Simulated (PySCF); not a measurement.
These are PBE-D3(BJ)/def2-TZVP // B3LYP-D3(BJ)/def2-TZVP (PySCF) values and carry that method's errors. Isolated molecules, 0 K electronic values unless said otherwise. One relaxed conformer stands for a flexible species; it need not be the lowest. Excitations are Tamm–Dancoff values on a coarser integration grid. The basis has no diffuse functions, so Rydberg states are missing or too high.

Reference species (SMILES): `CC` (neutral, multiplicity 1).

```yaml
HOMO–LUMO gap: 8.79 eV
HOMO: -8.14 eV
T1 excitation (TDA): 8.56 eV
S1 oscillator strength: 0.000
```

Changed species: `CCOC` (C–C–O–C torsion 73°) (X = methoxy; the reference has X = H).

Question: Give the shifts of the HOMO–LUMO gap, HOMO, T1 excitation (TDA) and S1 oscillator strength.

Answer: the HOMO–LUMO gap falls by 2.51 eV, to 6.28 eV; the HOMO rises by 2.41 eV, to -5.73 eV; the T1 excitation (TDA) drops by 2.38 eV, to 6.18 eV; the S1 oscillator strength increases by 0.019, to 0.019.
